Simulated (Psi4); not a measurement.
# quartet CN: levels of theory compared

Wanted: a comparison of 5 runs (UHF/3-21G, UB3LYP/6-31G*, U-wB97X-V/cc-pVTZ, UDSD-PBEP86/cc-pVTZ, UHSE06/cc-pVTZ) of quartet CN. 

The results are computed with Psi4 1.11.

2 further runs of the same task are left out: 2 that didn't finish.

## 1. The structure to begin with

CN: 2 atoms, total charge 0, spin state quartet. SMILES of the parent species: `[C]#N`. The coordinates come from a PBE0-D4/def2-TZVP relaxation. That shape belongs to the parent species and isn't relaxed for this state.

Bond lengths: C1–N2 1.160 Å.

## 2. The energy at UHF/3-21G (run 1)

The input, cn.inp:

```
memory 1600 MB

molecule molecule1 {
  0 4
  C      0.495600    -0.160400     0.255200
  N     -0.495600     0.160400    -0.255200
  units angstrom
  symmetry c1
  no_reorient
  no_com
}

set {
  reference     uhf
  puream        true
  e_convergence 1e-09
  d_convergence 1e-08
  scf_type      pk
  maxiter       100
}

e_tot, wfn = energy("hf/3-21G", return_wfn=True)
oeprop(wfn, "QUADRUPOLE", "WIBERG_LOWDIN_INDICES", "DIPOLE")
```

Started as:

```bash
$ psi4 -i cn.inp -o cn.out -n 1
```

cn.out:

```text
[...]
  Running in c1 symmetry.
[...]
  Nuclear repulsion =   19.157741572308012
[...]
  Multiplicity = 4
[...]
  Nalpha       = 8
  Nbeta        = 5
[...]
    Number of basis functions: 18
[...]
   @UHF iter   1:   -91.45408367459035   -6.70127e-01   1.11284e-02 ADIIS/DIIS
[...]
   @UHF iter  16:   -91.49185973175290   -2.33058e-12   9.58174e-09 DIIS
[...]
   @S^2 Observed:                3.855817930E+00
[...]
  @UHF Final Energy:   -91.49185973175290
   => Energetics <=
    Nuclear Repulsion Energy =             19.1577415723080122
    One-Electron Energy =                -161.2194230669690569
    Two-Electron Energy =                  50.5698217629081626
    Total Energy =                        -91.4918597317528963
  UHF NO Occupations:
  HONO-2 :    6  A 1.0000000
  HONO-1 :    7  A 1.0000000
[...]
 Multipole Moments:
 ------------------------------------------------------------------------------------
     Multipole            Electronic (a.u.)      Nuclear  (a.u.)        Total (a.u.)
 ------------------------------------------------------------------------------------
 L = 1.  Multiply by 2.5417464519 to convert [e a0] to [Debye]
 Dipole X            :          1.5558523           -0.9365483            0.6193041
 Dipole Y            :         -0.5035487            0.3031121           -0.2004366
 Dipole Z            :          0.8011572           -0.4822581            0.3188991
 Magnitude           :                                                    0.7248510
 L = 2.  Multiply by 1.3450342976 to convert [e a0^2] to [Debye ang]
 Quadrupole XX       :        -20.0686240           11.4025946           -8.6660294
 Quadrupole XY       :          3.9278327           -3.6904281            0.2374046
[...]
```

Run time: 0.94 s. Hardware: 1 thread of AMD EPYC 9R45 (Zen 5), shared host; peak memory 0.18 GiB.

## 3. A single-point energy at UB3LYP/6-31G(d) (Cartesian functions) (run 2)

The input, cn.inp:

```
memory 1.6 GB

molecule m {
  0 4
  C      0.495600    -0.160400     0.255200
  N     -0.495600     0.160400    -0.255200
  symmetry c1
  no_reorient
  no_com
}

set globals {
  basis 6-31G*
  reference uks
  puream false
  e_convergence 1e-09
  d_convergence 1e-08
  scf_type pk
  dft_radial_points 99
  dft_spherical_points 590
  maxiter 100
}

e_tot = energy("b3lyp")
```

Started as:

```bash
$ psi4 cn.inp cn.out -n 1
```

cn.out:

```text
[...]
  Running in c1 symmetry.
[...]
  Nuclear repulsion =   19.157741572308012
[...]
  Multiplicity = 4
[...]
  Nalpha       = 8
  Nbeta        = 5
[...]
    Number of basis functions: 30
[...]
   @UKS iter   1:   -92.40343896835432   -2.06048e-01   1.23477e-02 DIIS/ADIIS
[...]
   @UKS iter  13:   -92.47316807898746   -1.09424e-12   2.54928e-09 DIIS
[...]
   @S^2 Observed:                3.754763829E+00
[...]
  @UKS Final Energy:   -92.47316807898746
   => Energetics <=
    Nuclear Repulsion Energy =             19.1577415723080122
    One-Electron Energy =                -162.1041496174524070
    Two-Electron Energy =                  60.3715845363127812
    DFT Exchange-Correlation Energy =      -9.8983445701558566
    Empirical Dispersion Energy =           0.0000000000000000
    VV10 Nonlocal Energy =                  0.0000000000000000
    Total Energy =                        -92.4731680789874559
[...]
 Multipole Moments:
 ------------------------------------------------------------------------------------
     Multipole            Electronic (a.u.)      Nuclear  (a.u.)        Total (a.u.)
 ------------------------------------------------------------------------------------
 L = 1.  Multiply by 2.5417464519 to convert [e a0] to [Debye]
 Dipole X            :          1.3091026           -0.9365483            0.3725543
 Dipole Y            :         -0.4236886            0.3031121           -0.1205765
 Dipole Z            :          0.6740980           -0.4822581            0.1918399
 Magnitude           :                                                    0.4360481
[...]
```

It took 3 s on 1 thread of AMD EPYC 9R45 (Zen 5), shared host; peak memory 0.3 GiB.

Runs 3 to 4 aren't shown in full; the table further down has their settings and results.

## 4. Energy and forces at UHSE06/cc-pVTZ (run 5)

The input, cn.json:

```json
{
  "schema_name": "qcschema_input",
  "schema_version": 1,
  "molecule": {
    "schema_name": "qcschema_molecule",
    "schema_version": 2,
    "symbols": ["C", "N"],
    "geometry": [0.93654827, -0.30311207, 0.48225811, -0.93654827, 0.30311207, -0.48225811],
    "molecular_charge": 0,
    "molecular_multiplicity": 4,
    "fix_symmetry": "c1",
    "fix_com": true,
    "fix_orientation": true
  },
  "driver": "gradient",
  "model": {
    "method": "hse06",
    "basis": "cc-pVTZ"
  },
  "keywords": {
    "reference": "uks",
    "puream": true,
    "e_convergence": 1e-09,
    "d_convergence": 1e-08,
    "scf_type": "pk",
    "dft_radial_points": 99,
    "dft_spherical_points": 590,
    "maxiter": 100
  }
}
```

Started as:

```bash
$ psi4 --qcschema cn.json -n 1 --memory 1600MB
```

stdout:

```text
[...]
  Running in c1 symmetry.
[...]
  Nuclear repulsion =   19.157741520241903
[...]
  Multiplicity = 4
[...]
  Nalpha       = 8
  Nbeta        = 5
[...]
    Number of basis functions: 60
[...]
   @UKS iter   1:   -92.33432102842714   -2.37494e-01   6.99565e-03 ADIIS/DIIS
[...]
   @UKS iter  13:   -92.41064650721526    2.10321e-12   3.57366e-09 DIIS
[...]
   @S^2 Observed:                3.759835826E+00
[...]
  @UKS Final Energy:   -92.41064650721526
   => Energetics <=
    Nuclear Repulsion Energy =             19.1577415202419026
    One-Electron Energy =                -162.1054806257585597
    Two-Electron Energy =                  59.9515427070407370
    DFT Exchange-Correlation Energy =      -9.4144501087393486
    Empirical Dispersion Energy =           0.0000000000000000
    VV10 Nonlocal Energy =                  0.0000000000000000
    Total Energy =                        -92.4106465072152616
[...]
  -Total Gradient:
     Atom            X                  Y                   Z
    ------   -----------------  -----------------  -----------------
       1       -0.263272918663     0.085207780425    -0.135567492070
       2        0.263271402557    -0.085207289744     0.135566711382
[...]
```

The result, in JSON:

```text
{
 "driver": "gradient",
 "model": {
  "method": "hse06",
  "basis": "cc-pVTZ"
 },
 "success": true,
 "return_result": [-0.2632729186626044, 0.08520778042495276, -0.13556749206960447, 0.2632714025574537, -0.08520728974408752, 0.13556671138169177],
 "properties": {
  "calcinfo_nbasis": 60,
  "calcinfo_nmo": 60,
  "calcinfo_nalpha": 8,
  "calcinfo_nbeta": 5,
  "calcinfo_natom": 2,
  "nuclear_repulsion_energy": 19.157741520241903,
  "return_energy": -92.41064650721526,
  "return_gradient": [-0.2632729186626044, 0.08520778042495276, -0.13556749206960447, 0.2632714025574537, -0.08520728974408752, 0.13556671138169177],
  "scf_one_electron_energy": -162.10548062575856,
  "scf_two_electron_energy": 59.95154270704074,
  "scf_xc_energy": -9.414450108739349,
  "scf_dipole_moment": [0.3961942701720238, -0.12822752356006195, 0.2040128694364236],
  "scf_total_energy": -92.41064650721526,
  "scf_total_gradient": [-0.2632729186626044, 0.08520778042495276, -0.13556749206960447, 0.2632714025574537, -0.08520728974408752, 0.13556671138169177],
  "scf_iterations": 13
 }
}
```

It took 8.7 s on 1 thread of AMD EPYC 9R45 (Zen 5), shared host; peak memory 0.45 GiB.

## 5. All runs side by side

| run | level | Cartesian functions | integration grid | energy (Eh) | dipole moment (D) | HOMO energy (eV) | LUMO energy (eV) | wall time |
| --- | --- | --- | --- | --- | --- | --- | --- | --- |
| 1 | UHF/3-21G | no | – | -91.491860 | 1.84 | -8.44 | 0.16 | 0.94 s |
| 2 | UB3LYP/6-31G* (Cartesian functions) | yes | 99 radial × 590 angular | -92.473168 | 1.11 | -3.78 | – | 3 s |
| 3 | U-wB97X-V/cc-pVTZ | no | 99 radial × 590 angular | -92.468993 | 1.13 | -6.72 | -4.00 | 10 s |
| 4 | UDSD-PBEP86/cc-pVTZ (density fitting for correlation) | no | 99 radial × 590 angular | -92.309641 | – | -6.21 | -3.44 | 4.8 s |
| 5 | UHSE06/cc-pVTZ | no | 99 radial × 590 angular | -92.410647 | 1.18 | -4.03 | – | 8.7 s |

## 6. Results

| quantity | value |
| --- | --- |
| run 5: total energy | -92.41065 Eh |
| run 5: dipole moment | 1.18 D |
| run 5: HOMO energy (highest over α and β) | -4.03 eV |
| run 5: ⟨S²⟩ | 3.760 |
| run 5: largest force on an atom | 15.845 eV/Å |

What this shows: Over runs 1, 2, 3, 5 the dipole moment (its size) runs from 1.11 D (UB3LYP/6-31G*) to 1.84 D (UHF/3-21G). The two ends differ in method and basis. Totals of different functionals can't be ranked against each other. Spin contamination of the reference: run 1 ⟨S²⟩ = 3.86. All runs together took 28 s, the longest 10 s.
